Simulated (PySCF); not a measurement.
# C₄H₅FO: excited-state relaxation, vibronic structure

Aim: compute the excited-state relaxation, vibronic structure of C₄H₅FO (`O=CC/C=C/F`).

Programs: PySCF 2.14.0, with routines of our own; each step states its level. All values are computed. Atoms count from 0.

## 1. The system as given

11 atoms, charge 0, multiplicity 1; geometry from: GFN2-xTB.

## 2. Relaxing the molecule at HF/def2-SVP

What the job is given:

```
{"job": {"xc": "HF", "basis": "def2-SVP", "grid": 1, "kind": "geom"}, "charge": 0, "multiplicity": 1}
O     -2.529807     1.188919     0.276629
C     -1.439940     0.922497    -0.134739
C     -0.770643    -0.428600    -0.018997
C      0.611904    -0.282516     0.528715
C      1.697664    -0.344724    -0.218715
F      2.923179    -0.181323     0.300796
H     -0.814338     1.672683    -0.656256
H     -1.377244    -1.073537     0.618806
H     -0.730873    -0.850700    -1.026708
H      0.702905    -0.085630     1.586753
H      1.732617    -0.534398    -1.282247
```

Run with:

```
$ OMP_NUM_THREADS=1 python excited_run.py task.json out
```

This one command runs all jobs of the session in turn.

Log:

```text
step   0  E = -328.38765930  max force = 0.027131
step   1  E = -328.38869038  max force = 0.006482
step   2  E = -328.38699364  max force = 0.023318
step   3  E = -328.38882931  max force = 0.007252
step   4  E = -328.38920277  max force = 0.001439
step   5  E = -328.38921110  max force = 0.002434
step   6  E = -328.38925316  max force = 0.001305
step   7  E = -328.38926533  max force = 0.001276
step   8  E = -328.38929997  max force = 0.000868
step   9  E = -328.38933093  max force = 0.000621
step  10  E = -328.38936072  max force = 0.000484
step  11  E = -328.38937251  max force = 0.000263
optimisation converged
```

It took 31 s on 1 thread of Arm Neoverse N1, shared host; peak memory 0.44 GiB.

Relaxation path: (the energy doesn't fall at every step)

```
step  energy from step 0 (eV)  largest force component (eV/Å)
   0                   0.0000                          1.3951
   1                  -0.0281                          0.3333
   2                   0.0181                          1.1991
   3                  -0.0318                          0.3729
   4                  -0.0420                          0.0740
   5                  -0.0422                          0.1252
   6                  -0.0434                          0.0671
   7                  -0.0437                          0.0656
   8                  -0.0446                          0.0446
   9                  -0.0455                          0.0319
  10                  -0.0463                          0.0249
  11                  -0.0466                          0.0135
```

Close pairs (by a distance rule), those that changed most:

```
  bond  before (Å)  after (Å)  change (Å)
 C4–F5       1.341      1.318      -0.023
 O0–C1       1.195      1.181      -0.014
 C2–C3       1.494      1.504      +0.009
 C3–C4       1.320      1.315      -0.005
 C3–H9       1.080      1.085      +0.005
 C1–H6       1.107      1.105      -0.002
C4–H10       1.081      1.082      +0.001
 C2–H8       1.093      1.094      +0.001
```

The final coordinates are the input of the step that follows.

```
                         at the end point                 value
  point group (found at 0.08 Å tolerance)                    C1
rotational constants (GHz, main isotopes)  18.184, 1.316, 1.291
                        dipole moment (D)                  2.28
```

## 3. Excited-state relaxation: TDA HF/def2-SVP

What the job is given:

```
{"job": {"kind": "xopt", "state": "S1", "method": "TDA", "freq": false, "xc": "HF", "basis": "def2-SVP", "grid": 1}, "charge": 0, "multiplicity": 1}
O     -2.640757     0.981631     0.274640
C     -1.532037     0.879539    -0.119696
C     -0.728927    -0.401804    -0.076555
C      0.639391    -0.200298     0.513643
C      1.754544    -0.362282    -0.164215
F      2.940967    -0.174253     0.377496
H     -1.007506     1.743510    -0.566956
H     -1.303166    -1.136061     0.489242
H     -0.645052    -0.764372    -1.105590
H      0.712767     0.095827     1.554447
H      1.816779    -0.661247    -1.202162
```

Level: TDA HF/def2-SVP excited-state geometry optimisation, gas phase.

Log:

```text
final grid: 43560 points
cycle   1  E = -328.2112081870  dE =  1.304e+00  |g| = 8.528e-01  |ddm| = 3.316e+00
cycle   2  E = -328.3156191279  dE = -1.044e-01  |g| = 6.225e-01  |ddm| = 1.199e+00
cycle   3  E = -328.3864743688  dE = -7.086e-02  |g| = 8.078e-02  |ddm| = 6.087e-01
cycle   4  E = -328.3889397689  dE = -2.465e-03  |g| = 3.213e-02  |ddm| = 1.216e-01
cycle   5  E = -328.3892922497  dE = -3.525e-04  |g| = 1.040e-02  |ddm| = 5.738e-02
cycle   6  E = -328.3893557206  dE = -6.347e-05  |g| = 5.040e-03  |ddm| = 2.707e-02
cycle   7  E = -328.3893713406  dE = -1.562e-05  |g| = 1.379e-03  |ddm| = 1.603e-02
cycle   8  E = -328.3893724393  dE = -1.099e-06  |g| = 3.455e-04  |ddm| = 3.760e-03
cycle   9  E = -328.3893725012  dE = -6.193e-08  |g| = 1.005e-04  |ddm| = 7.820e-04
cycle  10  E = -328.3893725052  dE = -3.976e-09  |g| = 3.423e-05  |ddm| = 1.626e-04
cycle  11  E = -328.3893725057  dE = -5.266e-10  |g| = 8.561e-06  |ddm| = 6.016e-05
converged SCF energy = -328.3893725057

vertical S1 at the ground-state geometry: 5.0445 eV
step    E(state)/Eh    max force   excitation/eV  root
  0    -328.20333576   0.102101     4.9823      1
  1    -328.21174024   0.023590     4.4209      1
  2    -328.21266850   0.008889     4.4954      1
  3    -328.21249582   0.018619     4.5204      1
  4    -328.21326039   0.004750     4.4880      1
  5    -328.21349767   0.004255     4.4801      1
  6    -328.21374837   0.004426     4.4542      1
  7    -328.21429429   0.005729     4.3187      1
  8    -328.21450799   0.009024     4.0359      1
  9    -328.21462753   0.005436     4.1636      1
 10    -328.21480379   0.003649     4.1731      1
 11    -328.21491962   0.002105     4.0937      1
 12    -328.21497279   0.001201     4.0467      1
 13    -328.21500832   0.001841     4.0587      1
 14    -328.21503595   0.001764     4.0726      1
 15    -328.21505153   0.000688     4.0901      1
 16    -328.21505295   0.000246     4.0930      1
optimisation converged
vertical emission 4.0930 eV, adiabatic 4.7435 eV, Stokes shift 0.9515 eV, reorganisation 0.3010 (excited) and 0.6505 eV (ground)
```

Wall time 67 s (1 thread of Arm Neoverse N1, shared host); peak memory 0.51 GiB.

From this job:

```
                 quantity    value
  vertical absorption, S1  5.04 eV
     adiabatic energy, S1  4.74 eV
    vertical emission, S1  4.09 eV
         Stokes shift, S1  0.95 eV
geometry moved (RMSD), S1  0.185 Å
```

Bonds of the start that changed most:

```
 bond  start (Å)  end (Å)
O0–C1      1.181    1.251
C1–C2      1.513    1.538
C1–H6      1.105    1.097
C2–C3      1.504    1.499
C4–F5      1.318    1.319
C2–H8      1.094    1.095
```

## 4. Excited-state relaxation: TDA HF/def2-SVP

The job, as its differences from that of step 3:

```diff
@@ -1,2 +1,2 @@
-{"job": {"kind": "xopt", "state": "S1", "method": "TDA", "freq": false, "xc": "HF", "basis": "def2-SVP", "grid": 1}, "charge": 0, "multiplicity": 1}
+{"job": {"kind": "xopt", "state": "S1", "method": "TDA", "freq": false, "xc": "HF", "basis": "def2-SVP", "grid": 1, "rattle": 0.03, "td_tol": 0.0002}, "charge": 0, "multiplicity": 1}
 O     -2.640757     0.981631     0.274640
```

Level: TDA HF/def2-SVP excited-state geometry optimisation, gas phase.

Log:

```text
final grid: 43560 points
cycle   1  E = -328.2112081870  dE =  1.304e+00  |g| = 8.528e-01  |ddm| = 3.316e+00
cycle   2  E = -328.3156191279  dE = -1.044e-01  |g| = 6.225e-01  |ddm| = 1.199e+00
cycle   3  E = -328.3864743688  dE = -7.086e-02  |g| = 8.078e-02  |ddm| = 6.087e-01
cycle   4  E = -328.3889397689  dE = -2.465e-03  |g| = 3.213e-02  |ddm| = 1.216e-01
cycle   5  E = -328.3892922497  dE = -3.525e-04  |g| = 1.040e-02  |ddm| = 5.738e-02
cycle   6  E = -328.3893557206  dE = -6.347e-05  |g| = 5.040e-03  |ddm| = 2.707e-02
cycle   7  E = -328.3893713406  dE = -1.562e-05  |g| = 1.379e-03  |ddm| = 1.603e-02
cycle   8  E = -328.3893724393  dE = -1.099e-06  |g| = 3.455e-04  |ddm| = 3.760e-03
cycle   9  E = -328.3893725012  dE = -6.193e-08  |g| = 1.005e-04  |ddm| = 7.820e-04
cycle  10  E = -328.3893725052  dE = -3.976e-09  |g| = 3.423e-05  |ddm| = 1.626e-04
cycle  11  E = -328.3893725057  dE = -5.266e-10  |g| = 8.561e-06  |ddm| = 6.016e-05
converged SCF energy = -328.3893725057

vertical S1 at the ground-state geometry: 5.0445 eV
step    E(state)/Eh    max force   excitation/eV  root
  0    -328.18404670   0.174267     4.8193      1
  1    -328.20907004   0.048009     4.4307      1
  2    -328.21216585   0.018597     4.4961      1
  3    -328.21289230   0.017295     4.4790      1
  4    -328.21353848   0.005099     4.4363      1
  5    -328.21340235   0.008785     4.3955      1
  6    -328.21393407   0.004165     4.3984      1
  7    -328.21418697   0.004462     4.3151      1
  8    -328.21458612   0.003366     4.1719      1
  9    -328.21483686   0.002771     4.0796      1
 10    -328.21489070   0.002142     4.0101      1
 11    -328.21494793   0.001806     4.0606      1
 12    -328.21499868   0.001789     4.0687      1
 13    -328.21504253   0.001399     4.0923      1
 14    -328.21505145   0.000771     4.0902      1
 15    -328.21505353   0.000308     4.0930      1
optimisation converged
vertical emission 4.0930 eV, adiabatic 4.7435 eV, Stokes shift 0.9515 eV, reorganisation 0.3010 (excited) and 0.6504 eV (ground)
```

It took 64 s on 1 thread of Arm Neoverse N1, shared host; peak memory 0.51 GiB.

In short:

```
                 quantity    value
  vertical absorption, S1  5.04 eV
     adiabatic energy, S1  4.74 eV
    vertical emission, S1  4.09 eV
         Stokes shift, S1  0.95 eV
geometry moved (RMSD), S1  0.185 Å
```

Bonds of the start that changed most:

```
 bond  start (Å)  end (Å)
O0–C1      1.181    1.250
C1–C2      1.513    1.538
C1–H6      1.105    1.097
C2–C3      1.504    1.499
C4–F5      1.318    1.319
C3–H9      1.085    1.083
```

## 5. Excited-state relaxation: UKS HF/def2-SVP

The job, as its differences from that of step 4:

```diff
@@ -1,2 +1,2 @@
-{"job": {"kind": "xopt", "state": "S1", "method": "TDA", "freq": false, "xc": "HF", "basis": "def2-SVP", "grid": 1, "rattle": 0.03, "td_tol": 0.0002}, "charge": 0, "multiplicity": 1}
+{"job": {"kind": "xopt", "state": "T1", "method": "UKS", "freq": false, "xc": "HF", "basis": "def2-SVP", "grid": 1}, "charge": 0, "multiplicity": 1}
 O     -2.640757     0.981631     0.274640
```

With the program's defaults for keys left out, this is: UKS HF/def2-SVP excited-state geometry optimisation, gas phase.

Log:

```text
final grid: 43560 points
cycle   1  E = -328.2112081870  dE =  1.304e+00  |g| = 8.528e-01  |ddm| = 3.316e+00
cycle   2  E = -328.3156191279  dE = -1.044e-01  |g| = 6.225e-01  |ddm| = 1.199e+00
cycle   3  E = -328.3864743688  dE = -7.086e-02  |g| = 8.078e-02  |ddm| = 6.087e-01
cycle   4  E = -328.3889397689  dE = -2.465e-03  |g| = 3.213e-02  |ddm| = 1.216e-01
cycle   5  E = -328.3892922497  dE = -3.525e-04  |g| = 1.040e-02  |ddm| = 5.738e-02
cycle   6  E = -328.3893557206  dE = -6.347e-05  |g| = 5.040e-03  |ddm| = 2.707e-02
cycle   7  E = -328.3893713406  dE = -1.562e-05  |g| = 1.379e-03  |ddm| = 1.603e-02
cycle   8  E = -328.3893724393  dE = -1.099e-06  |g| = 3.455e-04  |ddm| = 3.760e-03
cycle   9  E = -328.3893725012  dE = -6.193e-08  |g| = 1.005e-04  |ddm| = 7.820e-04
cycle  10  E = -328.3893725052  dE = -3.976e-09  |g| = 3.423e-05  |ddm| = 1.626e-04
cycle  11  E = -328.3893725057  dE = -5.266e-10  |g| = 8.561e-06  |ddm| = 6.016e-05
converged SCF energy = -328.3893725057

vertical T1 at the ground-state geometry: 3.7325 eV
step    E(state)/Eh    max force   <S^2>
  0    -328.23459521   0.250081    2.0217
  1    -328.29326230   0.009347    2.0219
  2    -328.29143054   0.027000    2.0223
  3    -328.29347188   0.008307    2.0222
  4    -328.29387129   0.004276    2.0223
  5    -328.29438366   0.011050    2.0218
  6    -328.29519269   0.012884    2.0210
  7    -328.29780247   0.017569    2.0192
  8    -328.29787422   0.023029    2.0182
  9    -328.29979983   0.018031    2.0181
 10    -328.30118999   0.012767    2.0171
 11    -328.30238928   0.006120    2.0158
 12    -328.30307569   0.004142    2.0159
 13    -328.30431744   0.009550    2.0156
 14    -328.30689789   0.012252    2.0151
 15    -328.29927223   0.047071    2.0148
 16    -328.30556156   0.022314    2.0151
 17    -328.30801143   0.008453    2.0150
 18    -328.30646183   0.014320    2.0149
 19    -328.30853974   0.007909    2.0148
 20    -328.30993034   0.005781    2.0146
 21    -328.31161732   0.006552    2.0143
 22    -328.31401230   0.005415    2.0140
 23    -328.31716628   0.006867    2.0134
 24    -328.31967426   0.005289    2.0132
 25    -328.31993280   0.002279    2.0134
 26    -328.32002232   0.001365    2.0135
 27    -328.32010307   0.001987    2.0137
 28    -328.32015071   0.001526    2.0137
 29    -328.32023104   0.001514    2.0137
 30    -328.32031624   0.002449    2.0137
 31    -328.32042788   0.003935    2.0136
 32    -328.32051457   0.003079    2.0135
 33    -328.32057513   0.000560    2.0135
 34    -328.32058323   0.000224    2.0135
optimisation converged
vertical emission -3.0704 eV, adiabatic 1.8719 eV, Stokes shift 6.8029 eV, reorganisation 1.8606 (excited) and 4.9423 eV (ground)
```

It took 2.2 min on 1 thread of Arm Neoverse N1, shared host; peak memory 0.46 GiB.

From this job:

```
                                     quantity     value
vertical gap at the ground-state geometry, T1   3.73 eV
                         adiabatic energy, T1   1.87 eV
     vertical gap at the relaxed geometry, T1  -3.07 eV
               difference of the two gaps, T1   6.80 eV
                    geometry moved (RMSD), T1   0.899 Å
```

Bonds of the start that changed most:

```
  bond  start (Å)  end (Å)
 C3–C4      1.315    1.471
 C4–F5      1.318    1.333
 C1–C2      1.513    1.509
 C2–H7      1.090    1.094
C4–H10      1.082    1.085
 C2–C3      1.504    1.506
```

## 6. Vibronic structure: TDA HF/def2-SVP

The job, as its differences from that of step 5:

```diff
@@ -1,2 +1,2 @@
-{"job": {"kind": "xopt", "state": "T1", "method": "UKS", "freq": false, "xc": "HF", "basis": "def2-SVP", "grid": 1}, "charge": 0, "multiplicity": 1}
+{"job": {"kind": "vib", "tda": true, "freq": false, "xc": "HF", "basis": "def2-SVP", "grid": 1}, "charge": 0, "multiplicity": 1}
 O     -2.640757     0.981631     0.274640
```

Method: TDA HF/def2-SVP vertical-gradient vibronic structure (displaced harmonic oscillators, Condon), gas phase.

Log:

```text
final grid: 43560 points
cycle   1  E = -328.2112081870  dE =  1.304e+00  |g| = 8.528e-01  |ddm| = 3.316e+00
cycle   2  E = -328.3156191279  dE = -1.044e-01  |g| = 6.225e-01  |ddm| = 1.199e+00
cycle   3  E = -328.3864743688  dE = -7.086e-02  |g| = 8.078e-02  |ddm| = 6.087e-01
cycle   4  E = -328.3889397689  dE = -2.465e-03  |g| = 3.213e-02  |ddm| = 1.216e-01
cycle   5  E = -328.3892922497  dE = -3.525e-04  |g| = 1.040e-02  |ddm| = 5.738e-02
cycle   6  E = -328.3893557206  dE = -6.347e-05  |g| = 5.040e-03  |ddm| = 2.707e-02
cycle   7  E = -328.3893713406  dE = -1.562e-05  |g| = 1.379e-03  |ddm| = 1.603e-02
cycle   8  E = -328.3893724393  dE = -1.099e-06  |g| = 3.455e-04  |ddm| = 3.760e-03
cycle   9  E = -328.3893725012  dE = -6.193e-08  |g| = 1.005e-04  |ddm| = 7.820e-04
cycle  10  E = -328.3893725052  dE = -3.976e-09  |g| = 3.423e-05  |ddm| = 1.626e-04
cycle  11  E = -328.3893725057  dE = -5.266e-10  |g| = 8.561e-06  |ddm| = 6.016e-05
converged SCF energy = -328.3893725057

Singlet excitations (eV, f): 5.044 (0.0008)  8.347 (0.5990)  9.188 (0.0209)  9.639 (0.0776)  10.050 (0.0157)  10.318 (0.0195)

State S1  5.0445 eV  f = 0.00084  H-1->L 0.54, H-1->L+2 0.14, H->L 0.14
  relaxed dipole 1.417 D, largest gradient of the excitation energy 0.1175 Eh/bohr
  mode    cm-1        S   lambda/meV  Raman
   22   1801.4    0.9879     220.6   1.000
   12   1015.3    0.2214      27.9   0.071
    2     60.0    3.5826      26.7   0.004
    9    819.4    0.2419      24.6   0.051
    6    435.6    0.2256      12.2   0.013
   10    935.7    0.0602       7.0   0.016
   11    983.6    0.0544       6.6   0.016
    7    553.2    0.0668       4.6   0.006
   23   2768.6    0.0131       4.5   0.031
    5    377.2    0.0651       3.0   0.003
   21   1720.8    0.0078       1.7   0.007
   15   1147.3    0.0098       1.4   0.004
  reorganisation energy 0.3451 eV, total S 5.603, 0-0 4.6993 eV
  absorption maximum 4.957 eV, width 0.538 eV

State S2  8.3471 eV  f = 0.59900  H->L 0.66, H->L+1 0.10, H->L+2 0.08
  relaxed dipole 3.255 D, largest gradient of the excitation energy 0.1564 Eh/bohr
  mode    cm-1        S   lambda/meV  Raman
    2     60.0  232.2309    1727.9   0.098
   21   1720.8    2.8928     617.2   1.000
    8    731.9    0.4206      38.2   0.026
   22   1801.4    0.1420      31.7   0.054
    6    435.6    0.4485      24.2   0.010
    3    193.2    0.9473      22.7   0.004
   12   1015.3    0.1774      22.3   0.021
   18   1264.9    0.1063      16.7   0.020
   16   1226.8    0.0774      11.8   0.014
   17   1256.5    0.0739      11.5   0.014
   13   1090.2    0.0762      10.3   0.011
    9    819.4    0.0706       7.2   0.006
  reorganisation energy 2.5708 eV, total S 237.902, 0-0 5.7763 eV

State S4  9.6389 eV  f = 0.07755  H->L+1 0.48, H->L+3 0.16, H->L 0.09
  relaxed dipole 5.718 D, largest gradient of the excitation energy 0.1209 Eh/bohr
  mode    cm-1        S   lambda/meV  Raman
    2     60.0  402.1161    2992.0   0.374
    3    193.2   25.7460     616.6   0.248
   21   1720.8    1.3092     279.3   1.000
   22   1801.4    0.2968      66.3   0.248
   15   1147.3    0.3475      49.4   0.118
   12   1015.3    0.2970      37.4   0.079
   18   1264.9    0.2371      37.2   0.098
    5    377.2    0.6609      30.9   0.024
    6    435.6    0.5514      29.8   0.027
   16   1226.8    0.1335      20.3   0.052
   10    935.7    0.1617      18.8   0.037
    7    553.2    0.2222      15.2   0.018
  reorganisation energy 4.2515 eV, total S 432.606, 0-0 5.3874 eV

State T1  3.9406 eV  f = 0.00000  H->L 0.47, H->L+1 0.26, H->L+2 0.10
  relaxed dipole 1.811 D, largest gradient of the excitation energy 0.1829 Eh/bohr
  mode    cm-1        S   lambda/meV  Raman
    2     60.0  510.3515    3797.3   0.148
   21   1720.8    4.1949     895.0   1.000
    3    193.2    4.1540      99.5   0.012
    8    731.9    0.5496      49.9   0.024
   10    935.7    0.3586      41.6   0.025
   18   1264.9    0.2129      33.4   0.027
   17   1256.5    0.2037      31.7   0.026
   13   1090.2    0.1827      24.7   0.017
   16   1226.8    0.1521      23.1   0.018
   12   1015.3    0.1779      22.4   0.015
   26   3071.9    0.0412      15.7   0.031
   14   1126.5    0.1039      14.5   0.011
  reorganisation energy 5.0737 eV, total S 520.997, 0-0 -1.1331 eV
```

It took 6.4 s on 1 thread of Arm Neoverse N1, shared host; peak memory 0.53 GiB.

## 7. What came out

| quantity | value |
| --- | --- |
| point group | C1 |
| rotational constants (main isotopes) | 18.18, 1.32, 1.29 GHz |
| vertical absorption, S1 (step 3, TDA HF/def2-SVP) | 5.04 eV |
| adiabatic energy, S1 (step 3, TDA HF/def2-SVP) | 4.74 eV |
| vertical emission, S1 (step 3, TDA HF/def2-SVP) | 4.09 eV |
| Stokes shift, S1 (step 3, TDA HF/def2-SVP) | 0.95 eV |
| vertical absorption, S1 (step 4, TDA HF/def2-SVP) | 5.04 eV |
| adiabatic energy, S1 (step 4, TDA HF/def2-SVP) | 4.74 eV |
| vertical emission, S1 (step 4, TDA HF/def2-SVP) | 4.09 eV |
| Stokes shift, S1 (step 4, TDA HF/def2-SVP) | 0.95 eV |
| vertical gap at the ground-state geometry, T1 (step 5, UKS HF/def2-SVP) | 3.73 eV |
| adiabatic energy, T1 (step 5, UKS HF/def2-SVP) | 1.87 eV |
| vertical gap at the relaxed geometry, T1 (step 5, UKS HF/def2-SVP) | -3.07 eV |
| difference of the two gaps, T1 (step 5, UKS HF/def2-SVP) | 6.80 eV |
| S1: vertical, reorganisation, 0-0, total S (step 6, TDA HF/def2-SVP, modes from GFN2-xTB) | 5.04, 0.35, 4.70 eV; 5.6 |
| S2: vertical, reorganisation, 0-0, total S (step 6, TDA HF/def2-SVP, modes from GFN2-xTB) | 8.35, 2.57, 5.78 eV; 237.9 |
| S4: vertical, reorganisation, 0-0, total S (step 6, TDA HF/def2-SVP, modes from GFN2-xTB) | 9.64, 4.25, 5.39 eV; 432.6 |

The optimisation took 11 steps and gained 0.047 eV; among the close pairs (by a distance rule), C4–F5 changed most, from 1.341 to 1.318 Å. Where no frequencies were run, the relaxed excited state may be a saddle. In step 3 (excited-state relaxation), among the bonds O0–C1 changes most, from 1.181 to 1.251 Å. The atoms move far more than that, so angles or torsions carry the main change. In step 4 (excited-state relaxation), among the bonds O0–C1 changes most, from 1.181 to 1.250 Å. In steps 5, 6 the harmonic model is doubtful. In step 5 the gap at the relaxed geometry is under 0.8 eV (below zero), where a single closed-shell reference fails, so that gap and differences built on it are unreliable. In step 5 (excited-state relaxation), among the bonds C3–C4 changes most, from 1.315 to 1.471 Å. Where the total S runs above about 15, the geometry moves far on excitation and the harmonic model is stretched, so its 0-0 value is in doubt. The vibronic model keeps the ground-state modes (from xTB) and shifts them along the gradient alone, so it can miss much of the relaxation that a full optimisation finds. ΔSCF (UKS) and response values aren't on one footing and may follow different states, so their differences aren't method errors alone, and singlets and triplets from the two don't rank.
